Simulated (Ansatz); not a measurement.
**H$_{2}$Al–CH$_{3}$, triplet in cc-pVDZ: errors against UCCSDT(Q)**

Geometry: displaced at random from a stationary point.

```csv
atom,x (Å),y (Å),z (Å)
Al,-0.0240,0.0506,0.7809
C,-0.0794,-0.0591,-1.4456
H,0.7487,1.3008,0.1742
H,0.8392,-1.2568,1.3540
H,-0.5182,-1.1366,-1.4589
H,-0.4880,0.6534,-1.9384
H,1.0066,-0.2106,-1.8092
```

Basis cc-pVDZ; Ansatz 0.2.0. Only valence electrons are correlated (noble-gas cores frozen), which leaves 12 electrons in 51 orbitals. Prefix R: restricted or restricted open-shell reference; prefix U: unrestricted.

Full CI isn't at hand for all of this; UCCSDT(Q) serves as the reference, and is uncertain by about the last step of the cluster series. The frozen core follows each run's orbitals, which can shift R against U totals by a few meV.

For open shells CISD is restricted-active-space CI with the open shells as a complete middle space.

```
UHF ⟨S²⟩                          : 2.017
T1 diagnostic (RCCSD)             : 0.0336
largest doubles amplitude (RCCSD) : 0.039
T1 diagnostic (UCCSD)             : 0.0242
```

```tsv
level	E − E(UCCSDT(Q)) (kJ/mol)	share of correlation (%)	wall time
RHF	661.7	0.00	–
UHF	647.8	2.11	–
RMP2	131.0	80.21	–
UMP2	130.0	80.36	–
CISD	72.7	89.02	5.5 s
RCCSD	19.6	97.04	–
UCCSD	19.2	97.09	–
RCCSD(T)	3.9	99.40	8.5 s
UCCSD(T)	4.0	99.40	9.5 s
BCCD(T)	3.7	99.44	3.9 s
RCCSDT	0.7	99.89	–
UCCSDT	0.7	99.90	–
RCCSDT(Q)	0.1	99.99	2.8 min
```

The correlation energy at UCCSDT(Q), counted from RHF, is -6.858 eV. That run took 2.5 min on 1 thread of AMD EPYC 7B13, shared host.

Times hold each run's SCF and search for its determinant on a shared host, so for small cases they say little of a method's own cost; they ran on 1 thread of AMD EPYC 7B13. Some runs computed forces too.
